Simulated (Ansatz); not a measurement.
in.yaml

```yaml
crystal:
  periodic: [false, false, false]
  atoms:
    - {symbol: W, position_ang: [0.000000, 0.000000, 0.000000]}
    - {symbol: H, position_ang: [0.000000, 0.000000, 4.547000]}
basis:
  gaussian: {orbitals: def2-TZVP}
magnetization: {spin_polarized: false, initial_magnetization: 3}
correlation: {method: sc_nevpt2, electrons: outside_noble_gas, active_space: {window: {electrons: 7, orbitals: 7}, shells: [{species: H, l: s, shell: 1}, {species: W, l: s, shell: 6}, {species: W, l: d, shell: 5}]}}
```

```sh
$ ansatz run in.yaml --threads 1 --pin off --events-out ev --progress --plain --max-ram 4160MiB --backend cpu
```

Output:

```
641 factors; integrals over basis functions are off by at most 2.4e-7 eV
mean field evaluation 1: about -1808.5811 eV, gradient 2.3e1 eV
mean field evaluation 2: about -1808.5817 eV, gradient 2.3e1 eV
mean field evaluation 4: about -1814.5974 eV, gradient 1.4e1 eV
mean field evaluation 8: about -1815.8167 eV, gradient 1.5e0 eV
mean field evaluation 16: about -1815.8420 eV, gradient 5.9e-3 eV
mean field evaluation 32: about -1815.9180 eV, gradient 4.4e-3 eV
mean field evaluation 64: about -1815.8831 eV, gradient 5.6e-2 eV
mean field evaluation 96: about -1815.3246 eV, gradient 1.6e-3 eV
mean field evaluation 128: about -1815.8830 eV, gradient 1.6e-3 eV
mean field evaluation 160: about -1815.9178 eV, gradient 1.1e-2 eV
mean field evaluation 192: about -1815.9180 eV, gradient 2.0e-3 eV
mean field evaluation 224: about -1815.9178 eV, gradient 2.7e-3 eV
mean field evaluation 256: about -1815.8426 eV, gradient 1.1e-6 eV
mean field evaluation 288: about -1815.9180 eV, gradient 1.2e-3 eV
mean field evaluation 320: about -1815.9180 eV, gradient 5.1e-3 eV
mean field evaluation 352: about -1815.9183 eV, gradient 3.8e-2 eV
mean field evaluation 384: about -1815.9180 eV, gradient 7.6e-3 eV
mean field evaluation 416: about -1815.9178 eV, gradient 2.3e-2 eV
mean field evaluation 448: about -1815.9172 eV, gradient 5.3e-2 eV
mean field evaluation 480: about -1815.8650 eV, gradient 6.7e-1 eV
mean field evaluation 512: about -1815.9175 eV, gradient 7.6e-2 eV
mean field evaluation 544: about -1815.8660 eV, gradient 1.1e0 eV
mean field evaluation 576: about -1815.8973 eV, gradient 1.4e-1 eV
mean field evaluation 608: about -1815.8833 eV, gradient 5.8e-2 eV
mean field evaluation 640: about -1815.8382 eV, gradient 4.0e-1 eV
mean field -1815.91804777 eV, -66.7337573823 hartree, gradient 2.0e-6 eV, S^2 3.750000; 32 other end points of the search recorded, 0 dependent functions left out
reference -1815.91804777 eV, -66.7337573823 hartree; 9, 6 occupied and 37, 40 virtual orbitals, 641 factors
state -1818.21046540 eV, -66.8180021762 hartree
state -1818.21046540 eV, -66.8180021762 hartree; corrected -1819.96667563 eV, -66.8825417117 hartree
Total energy: -1819.96667563 eV, -66.8825417117 hartree
Checks for a lower state left out: starts, orbital_swaps
```

Natural occupations: 1.9095 1.0239 1.0000 1.0000 1.0000 0.9606 0.1060.

Ran on 1 thread of AMD EPYC 7R13, shared host: 12 s wall, 0.15 GiB peak host memory.
